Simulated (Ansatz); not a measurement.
## Body-centred tetragonal In

Calculation: PBEsol-D3(BJ) in Ansatz (plane waves, PAW).

Run with plane-wave cutoff 520 eV, 24×24×24 k mesh, Fermi–Dirac smearing 0.05 eV, scalar-relativistic PAW data made under PBE.

Cell: relaxed at this level.

| Property | Value |
|---|---|
| equilibrium volume per atom | 24.27 Å³/atom |
| bulk modulus B0 | 52.8 GPa |
| equilibrium lattice constant a | 3.169 Å |
| c axis length | 4.834 Å |
| band gap | zero (no gap) |
| pressure derivative B′ of the bulk modulus | 5.1 |

Measured, for comparison: bulk modulus 44.7 GPa (copied from a table, unchecked, extrapolated to 0 K and zero-point effects removed; as tabulated in Lejaeghere et al. (2013), arXiv:1204.2733); lattice constant a 3.252 Å, lattice parameter c 4.947 Å (293 K, no zero-point or thermal correction; as tabulated in Wikipedia's data pages). Computed (rounded) less measured: bulk modulus not scored (unchecked), lattice constant a -2.6 %, lattice parameter c -2.3 %.

Note: the bulk modulus comes from volumes at which shape and atoms were relaxed.

Spin–orbit coupling is not included.

Cost on a shared machine: about 4 core-minutes (a rough figure).

Ansatz is a first-principles code.
